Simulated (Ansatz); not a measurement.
**Molecular dynamics, step by step**

SiNH$_{8}$ (SMILES [NH4+].[SiH4]) (charge +1), closed shell, PBE0-D4/def2-SVP (Ansatz 0.2.0). Settings (timestep in fs, temperature in K; T counts 24 degrees of freedom):

```yaml
hamiltonian: {xc: pbe0, dispersion: d4}
md: {n_steps: 30, timestep: 0.5, temperature: 500, ensemble: nvt_nose_hoover, seed: 182, initial_velocities: maxwell_boltzmann}
```

Start (the SMILES describes the start alone):

```xyz
10
angstrom
N -0.1923 0.1423 -2.0149
H 0.1326 -0.7206 -2.4556
H -0.0954 0.0625 -0.9788
H -1.1733 0.2980 -2.2550
H 0.3686 0.9276 -2.3509
Si 0.1981 -0.1455 2.0728
H -0.7105 -1.2263 2.5088
H 0.0476 -0.0643 0.5685
H 1.6222 -0.4559 2.3172
H -0.1975 1.1821 2.5878
```

```json
{"step": "0", "time (fs)": "0.00", "potential energy less the start (meV)": "0.0", "kinetic energy (meV)": "517.0", "T (K)": "500"}
{"step": "2", "time (fs)": "1.00", "potential energy less the start (meV)": "55.3", "kinetic energy (meV)": "463.1", "T (K)": "448"}
{"step": "4", "time (fs)": "2.00", "potential energy less the start (meV)": "182.9", "kinetic energy (meV)": "337.2", "T (K)": "326"}
{"step": "6", "time (fs)": "3.00", "potential energy less the start (meV)": "277.3", "kinetic energy (meV)": "243.3", "T (K)": "235"}
{"step": "8", "time (fs)": "4.00", "potential energy less the start (meV)": "307.7", "kinetic energy (meV)": "212.4", "T (K)": "205"}
{"step": "10", "time (fs)": "5.00", "potential energy less the start (meV)": "307.9", "kinetic energy (meV)": "211.6", "T (K)": "205"}
{"step": "12", "time (fs)": "6.00", "potential energy less the start (meV)": "319.2", "kinetic energy (meV)": "200.4", "T (K)": "194"}
{"step": "14", "time (fs)": "7.00", "potential energy less the start (meV)": "330.0", "kinetic energy (meV)": "190.8", "T (K)": "184"}
{"step": "16", "time (fs)": "8.00", "potential energy less the start (meV)": "284.1", "kinetic energy (meV)": "236.2", "T (K)": "228"}
{"step": "18", "time (fs)": "9.00", "potential energy less the start (meV)": "215.0", "kinetic energy (meV)": "303.7", "T (K)": "294"}
{"step": "20", "time (fs)": "10.00", "potential energy less the start (meV)": "219.1", "kinetic energy (meV)": "300.3", "T (K)": "290"}
{"step": "22", "time (fs)": "11.00", "potential energy less the start (meV)": "278.3", "kinetic energy (meV)": "243.2", "T (K)": "235"}
{"step": "24", "time (fs)": "12.00", "potential energy less the start (meV)": "292.7", "kinetic energy (meV)": "229.5", "T (K)": "222"}
{"step": "26", "time (fs)": "13.00", "potential energy less the start (meV)": "232.7", "kinetic energy (meV)": "288.8", "T (K)": "279"}
{"step": "28", "time (fs)": "14.00", "potential energy less the start (meV)": "158.8", "kinetic energy (meV)": "361.8", "T (K)": "350"}
{"step": "30", "time (fs)": "15.00", "potential energy less the start (meV)": "144.0", "kinetic energy (meV)": "376.7", "T (K)": "364"}
```

Step 8, positions (Å) and forces (eV/Å):

| atom | x | y | z | Fx | Fy | Fz |
| --- | --- | --- | --- | --- | --- | --- |
| N1 | -0.188 | 0.146 | -2.011 | -1.138 | -0.635 | -1.599 |
| H2 | 0.128 | -0.676 | -2.571 | -0.013 | 0.044 | 0.867 |
| H3 | -0.026 | 0.045 | -0.960 | -0.267 | 0.061 | -0.675 |
| H4 | -1.214 | 0.246 | -2.313 | 1.444 | 0.104 | 1.004 |
| H5 | 0.344 | 0.909 | -2.449 | -0.046 | 0.421 | 0.478 |
| Si6 | 0.193 | -0.146 | 2.076 | 1.105 | 0.175 | 1.270 |
| H7 | -0.750 | -1.248 | 2.489 | 0.349 | 0.325 | 0.144 |
| H8 | -0.038 | -0.147 | 0.607 | 0.072 | 0.278 | -0.680 |
| H9 | 1.730 | -0.409 | 2.331 | -1.413 | 0.004 | -0.327 |
| H10 | -0.096 | 1.239 | 2.678 | -0.092 | -0.777 | -0.481 |

Step 18, positions (Å) and forces (eV/Å):

```
atom       x       y       z      Fx      Fy      Fz
  N1  -0.187   0.145  -2.029   0.941   0.210  -1.278
  H2   0.139  -0.651  -2.571   0.292  -0.704   0.060
  H3   0.014   0.033  -1.023  -0.041   0.030   0.618
  H4  -1.166   0.219  -2.235  -1.201   0.241   0.186
  H5   0.294   0.947  -2.461  -0.029   0.228   0.437
 Si6   0.193  -0.145   2.087  -0.366  -0.138  -0.607
  H7  -0.737  -1.221   2.500   0.066  -0.032   0.353
  H8  -0.121  -0.190   0.556   0.331   0.402   0.505
  H9   1.622  -0.363   2.286   0.527  -0.517  -0.127
 H10   0.001   1.180   2.702  -0.521   0.280  -0.148
```

Step 22, positions (Å) and forces (eV/Å):

| atom | x | y | z | Fx | Fy | Fz |
| --- | --- | --- | --- | --- | --- | --- |
| N1 | -0.179 | 0.146 | -2.043 | -2.322 | -1.248 | -0.049 |
| H2 | 0.160 | -0.680 | -2.553 | -0.025 | -0.021 | 0.009 |
| H3 | 0.022 | 0.030 | -1.026 | -0.083 | 0.111 | 0.212 |
| H4 | -1.239 | 0.228 | -2.191 | 1.639 | -0.163 | 0.312 |
| H5 | 0.255 | 0.958 | -2.420 | 0.751 | 1.325 | -0.449 |
| Si6 | 0.194 | -0.145 | 2.091 | -1.193 | -0.273 | -1.158 |
| H7 | -0.721 | -1.204 | 2.525 | -0.142 | -0.260 | 0.395 |
| H8 | -0.136 | -0.181 | 0.553 | 0.322 | 0.372 | 0.610 |
| H9 | 1.576 | -0.371 | 2.255 | 1.648 | -0.698 | 0.005 |
| H10 | 0.011 | 1.155 | 2.693 | -0.594 | 0.854 | 0.114 |

Last step (30):

```xyz
10
angstrom
N -0.1800 0.1413 -2.0693
H 0.1928 -0.7167 -2.5177
H 0.0287 0.0389 -1.0299
H -1.2039 0.2248 -2.0837
H 0.2389 1.0699 -2.3754
Si 0.1905 -0.1458 2.0944
H -0.7048 -1.1996 2.6174
H -0.1324 -0.1242 0.6053
H 1.6452 -0.4586 2.1927
H -0.0311 1.1922 2.6874
```

The run took about 27 s on 2 CPU threads of an Arm Neoverse V1 (shared host).
